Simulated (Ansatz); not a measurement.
This geometry of BFH₄S (7 atoms, charge 0, multiplicity 1) is a first-order saddle point.

All numbers below come from Ansatz, RKS PBE0/def2-SVP.

```xyz
7
Properties=species:S:1:pos:R:3
B 0.109 -0.300 -0.030
F -0.169 0.042 1.500
H 1.198 0.124 -0.323
H -0.869 -0.031 -0.679
S 0.263 -2.216 0.382
H -1.041 -2.549 0.251
H -0.018 -1.100 1.566
```

Q: Which two structures does it join? (They come from a converged band through this point; their orientation in space is the band's.)

A: Bonds broken: B1–F2, S5–H7. Bonds formed: F2–H7. BFH4S becomes BH3S + FH.

Image 0:

```xyz
7
Properties=species:S:1:pos:R:3
B -0.002 0.028 0.006
F -0.582 0.491 1.144
H 1.197 0.206 -0.113
H -0.700 -0.014 -0.991
S 0.111 -2.165 0.313
H -1.154 -2.389 0.736
H 0.604 -2.186 1.572
```

Image 10:

```xyz
7
Properties=species:S:1:pos:R:3
B 0.145 -0.531 -0.405
F -0.152 0.105 2.155
H 1.205 0.033 -0.465
H -0.895 -0.037 -0.743
S 0.229 -2.247 0.105
H -1.085 -2.559 0.028
H 0.025 -0.793 1.991
```

Q: How far does it lie above each of them?

A: 0.92 eV above the first and 0.25 eV above the second. This is the barrier of this one path; another mechanism may lie lower. The orbitals stay closed-shell, which can raise the energy where a bond breaks towards radicals; this wasn't checked here.

Run time: 97 s on 1 thread of Intel(R) Xeon(R) 6975P-C (Granite Rapids), on a shared host, peak memory 0.13 GiB.
